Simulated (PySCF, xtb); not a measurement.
H₃N, SMILES N.

Harmonic wavenumbers (cm⁻¹) from GFN2-xTB (xtb) at its own minimum, in rising order: 1159, 1593, 1593, 3426, 3477, 3479.

What does PySCF with PBE0-D3(BJ)/def2-TZVPD give at its own minimum? (An estimate is asked for; the answer gives what the named calculation found.)

1034, 1662, 1662, 3499, 3626, 3626. Paired by order, the mean absolute difference is 106 cm⁻¹ and the zero-point energies are 21.1 and 21.6 kcal/mol.
